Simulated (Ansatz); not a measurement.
# singlet AlNH2F+: levels of theory compared

Wanted: a comparison of 6 runs (B3LYP/STO-3G, BLYP/STO-3G, HSE06/STO-3G, SVWN5/STO-3G, wB97X/STO-3G, CCSD(T)/STO-3G) of singlet AlNH2F+. 

The results are computed with Ansatz 0.2.0.

62 further runs of the same task are left out: 3 that didn't finish, 59 set aside as unsound or not needed.

### 1 Starting point

AlNH2F+ has 5 atoms, charge +1, and is taken as a singlet. SMILES of the parent species: `[NH2][Al][F]`. The coordinates come from a PBE0-D4/def2-TZVP relaxation. This is one conformer, not always the lowest. That shape belongs to the parent species and isn't relaxed for this state.

Bond lengths: N1–Al2 1.765 Å, Al2–F3 1.658 Å, N1–H4 1.007 Å, N1–H5 1.009 Å. Angles: N1–Al2–F3 117.4°, Al2–N1–H4 124.8°, Al2–N1–H5 124.2°, H4–N1–H5 111.0°.

### 2 A single-point energy at B3LYP/STO-3G (run 1)

Input file molecule.yaml:

```yaml
crystal:
  periodic: [false, false, false]
  atoms:
    - symbol: "N"
      position_ang: [-0.384700, 0.499000, -0.263800]
    - symbol: Al
      position_ang: [0.632000, -0.282800, 0.949500]
    - symbol: F
      position_ang: [1.228700, -1.786800, 0.590000]
    - symbol: H
      position_ang: [-0.804300, 1.408300, -0.162700]
    - symbol: H
      position_ang: [-0.621700, 0.088600, -1.154400]
basis:
  gaussian:
    orbitals: STO-3G
total_charge: 1
hamiltonian:
  xc: {name: B3LYP}
accuracy: high
```

Run with:

```bash
ansatz run molecule.yaml --threads 1 --pin off --max-ram 2610MiB --events-out events.jsonl --progress --plain --runs-dir runs
```

The log of the run:

```text
Warning: RAYON_NUM_THREADS=1 ignored (pool sized by the plan → 1); use --threads N
Functional definition: B3LYP
  name "B3LYP"
  parameter a0 = 0.2
  parameter ax = 0.72
  parameter ac = 0.81
  exchange = (1 - a0 - ax)*slater_x + ax*b88_x + a0*exact_x
  correlation = (1 - ac)*vwn_rpa_c + ac*lyp_c
378 factors; integrals over basis functions are off by at most 3.4e-8 eV
mean field evaluation 1: about -10682.5284 eV, gradient 4.7e1 eV
mean field evaluation 2: about -10624.5320 eV, gradient 1.3e2 eV
mean field evaluation 4: about -10691.8712 eV, gradient 1.2e1 eV
mean field evaluation 8: about -10692.3295 eV, gradient 1.4e-1 eV
mean field evaluation 16: about -10692.3296 eV, gradient 1.7e-6 eV
mean field -10692.32958488 eV, -392.9358647230 hartree, gradient 1.1e-8 eV, S^2 0.000000; 0 other end points of the search recorded, 0 dependent functions left out
reference -10692.32961182 eV, -392.9358657132 hartree; 15, 15 occupied and 6, 6 virtual orbitals, 378 factors
Total energy: -10692.32961182 eV, -392.9358657132 hartree
```

Wall time 1.2 s (1 thread of Arm Neoverse V1, shared host); peak memory 0.097 GiB.

### 3 The energy at BLYP/STO-3G (run 2)

Input file in.yaml:

```yaml
crystal:
  periodic: [false, false, false]
  atoms:
    - symbol: "N"
      position_ang: [-0.384700, 0.499000, -0.263800]
    - symbol: Al
      position_ang: [0.632000, -0.282800, 0.949500]
    - symbol: F
      position_ang: [1.228700, -1.786800, 0.590000]
    - symbol: H
      position_ang: [-0.804300, 1.408300, -0.162700]
    - symbol: H
      position_ang: [-0.621700, 0.088600, -1.154400]
basis:
  gaussian:
    orbitals: STO-3G
total_charge: 1
hamiltonian:
  xc: {name: BLYP}
accuracy: high
```

Run with:

```bash
ansatz run in.yaml --threads 1 --pin off --max-ram 2610MiB --events-out events.jsonl --progress --plain --runs-dir runs
```

The log of the run:

```text
Warning: RAYON_NUM_THREADS=1 ignored (pool sized by the plan → 1); use --threads N
Functional definition: BLYP
  name "BLYP"
  parameter beta = 0.0042
  parameter a = 0.04918
  parameter b = 0.132
  parameter c = 0.2533
  parameter d = 0.349
  exchange = b88_x(beta = beta)
  correlation = lyp_c(a = a, b = b, c = c, d = d)
378 factors; integrals over basis functions are off by at most 3.4e-8 eV
mean field evaluation 1: about -10678.8254 eV, gradient 5.2e1 eV
mean field evaluation 2: about -10590.1976 eV, gradient 1.6e2 eV
mean field evaluation 4: about -10684.9533 eV, gradient 4.4e1 eV
mean field evaluation 8: about -10690.5490 eV, gradient 1.5e-1 eV
mean field evaluation 16: about -10690.5018 eV, gradient 1.0e-5 eV
mean field -10690.50184332 eV, -392.8686964597 hartree, gradient 3.8e-8 eV, S^2 0.000000; 1 other end points of the search recorded, 0 dependent functions left out
reference -10690.50188002 eV, -392.8686978084 hartree; 15, 15 occupied and 6, 6 virtual orbitals, 378 factors
Total energy: -10690.50188002 eV, -392.8686978084 hartree
```

It took 1.3 s on 1 thread of Arm Neoverse V1, shared host; peak memory 0.097 GiB.

Run 3 isn't shown in full; the table further down has it.

### 4 A single-point energy at SVWN5/STO-3G (run 4)

Input file job.yaml:

```yaml
crystal:
  periodic: [false, false, false]
  atoms:
    - {symbol: N, position_ang: [-0.384700, 0.499000, -0.263800]}
    - {symbol: Al, position_ang: [0.632000, -0.282800, 0.949500]}
    - {symbol: F, position_ang: [1.228700, -1.786800, 0.590000]}
    - {symbol: H, position_ang: [-0.804300, 1.408300, -0.162700]}
    - {symbol: H, position_ang: [-0.621700, 0.088600, -1.154400]}
basis:
  gaussian:
    orbitals: STO-3G
total_charge: 1
hamiltonian:
  xc: {name: SVWN5}
accuracy: high
```

Run with:

```bash
ansatz run job.yaml --threads 1 --pin off --max-ram 2610MiB --events-out events.jsonl --progress --plain --runs-dir runs
```

The log of the run:

```text
Warning: RAYON_NUM_THREADS=1 ignored (pool sized by the plan → 1); use --threads N
Functional definition: SVWN5
  name "SVWN5"
  exchange = slater_x
  correlation = vwn5_c
378 factors; integrals over basis functions are off by at most 3.4e-8 eV
mean field evaluation 1: about -10621.5368 eV, gradient 5.2e1 eV
mean field evaluation 2: about -10533.6766 eV, gradient 1.6e2 eV
mean field evaluation 4: about -10627.5871 eV, gradient 4.4e1 eV
mean field evaluation 8: about -10633.1637 eV, gradient 1.2e-1 eV
mean field evaluation 16: about -10633.1151 eV, gradient 2.0e-6 eV
mean field -10633.11508976 eV, -390.7597721644 hartree, gradient 2.1e-8 eV, S^2 0.000000; 1 other end points of the search recorded, 0 dependent functions left out
reference -10633.11509159 eV, -390.7597722318 hartree; 15, 15 occupied and 6, 6 virtual orbitals, 378 factors
Total energy: -10633.11509159 eV, -390.7597722318 hartree
```

It took 0.92 s on 1 thread of Arm Neoverse V1, shared host; peak memory 0.094 GiB.

Run 5 isn't shown in full; the table further down has it.

### 5 A single-point energy at CCSD(T)/STO-3G (run 6)

Input file in.yaml:

```yaml
basis:
  gaussian: {orbitals: STO-3G}
crystal:
  periodic: [false, false, false]
  atoms:
    - {symbol: "N", position_ang: [-0.384700, 0.499000, -0.263800]}
    - {symbol: Al, position_ang: [0.632000, -0.282800, 0.949500]}
    - {symbol: F, position_ang: [1.228700, -1.786800, 0.590000]}
    - {symbol: H, position_ang: [-0.804300, 1.408300, -0.162700]}
    - {symbol: H, position_ang: [-0.621700, 0.088600, -1.154400]}
total_charge: 1
correlation: {method: ccsd_t, frozen_orbitals: {Al: 5, F: 1, H: 0, "N": 1}}
accuracy: high
scf: {omitted_lower_state_checks: [cluster_reference, increment]}
```

Run with:

```bash
ansatz run in.yaml --threads 1 --pin off --max-ram 2610MiB --events-out events.jsonl --progress --plain --runs-dir runs
```

The log of the run (excerpt; [...] marks lines left out):

```text
Warning: RAYON_NUM_THREADS=1 ignored (pool sized by the plan → 1); use --threads N
Functional definition: HF
  name "HF"
[...]
378 factors; integrals over basis functions are off by at most 3.4e-8 eV
[...]
mean field -10661.31176100 eV, -391.7959807201 hartree, gradient 2.3e-8 eV, S^2 0.000000; 0 other end points of the search recorded, 0 dependent functions left out
7 core orbitals not correlated: weight in the atoms' cores, before any rotation towards them, 1.000 or more for the frozen orbitals, at most 0.000 for the correlated occupied ones
reference -10661.31176100 eV, -391.7959807201 hartree; 8, 8 occupied and 6, 6 virtual orbitals, 378 factors
second order -2.78815038 eV of doubles, -0.00000000 eV of singles
cycle   1  -2.99835685 eV  change   -2.1e-1 eV  update   1.3e-1
[...]
cycle  29  -3.43752968 eV  change  -1.4e-10 eV  update   1.2e-9
perturbative correction -0.25095636 eV, -0.0092224761 hartree
Total energy: -10665.00024704 eV, -391.9315300820 hartree
Checks for a lower state left out: cluster_reference, increment
```

Wall time 0.2 s (1 thread of Arm Neoverse V1, shared host).

### 6 Overview of the runs

| run | level | frozen core orbitals | energy (Eh) | wall time |
| --- | --- | --- | --- | --- |
| 1 | B3LYP/STO-3G | – | -392.935866 | 1.2 s |
| 2 | BLYP/STO-3G | – | -392.868698 | 1.3 s |
| 3 | HSE06/STO-3G | – | -392.680665 | 1.6 s |
| 4 | SVWN5/STO-3G | – | -390.759772 | 0.92 s |
| 5 | wB97X/STO-3G | – | -392.908967 | 5.7 s |
| 6 | CCSD(T)/STO-3G | 7 | -391.931530 | 0.2 s |

### 7 Outcome

```
                                          quantity          value
                               run 6: total energy  -391.93153 Eh
run 6: correlation energy (7 core orbitals frozen)     -135.5 mEh
                             run 6: (T) correction      -9.22 mEh
                              run 6: T1 diagnostic          0.033
```

In words: Totals of different functionals can't be ranked against each other. In run 6 the T1 diagnostic is large, so a single reference may not serve. In runs 1, 2, 3, 4, 5, 6 the basis is minimal, so the values are rough. All runs together took 11 s, the longest 5.7 s.
